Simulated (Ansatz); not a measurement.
Computed with Ansatz on PBE0-D4/def2-TZVP structures; ΔE is electronic, products minus reactants. CBS: MP2 limit from def2 TZ/QZ plus the TZ coupled-cluster correction, frozen cores. This one scheme is used for every species. Functionals use def2-TZVPP. One conformer a species, not always the lowest.

Reaction (substitution at a C–C bond): `N=CC(F)F` + H₂S → `N=CS` + `FCF`

```
  level  ΔE (kcal/mol)
 PBE-D4           -1.5
PBE0-D4           -0.2
 B2PLYP            0.3
    PBE           -1.5
```

Q: What does CCSD(T)/CBS give? (An estimate is asked.)

A: Computed: +1.6 kcal/mol. The listed levels differ from it by -3.1, -1.8, -1.3, -3.1 kcal/mol.

Largest T1 diagnostic among the species: 0.014.

In def2-TZVPP, CCSD(T) changes the Hartree–Fock value by −1.2 kcal/mol (the triples alone add −0.6 kcal/mol) and MP2 by −3.0 kcal/mol. From PBE to PBE0 (25 % exact exchange), in def2-TZVPP and without D4, ΔE moves by +1.3 kcal/mol.
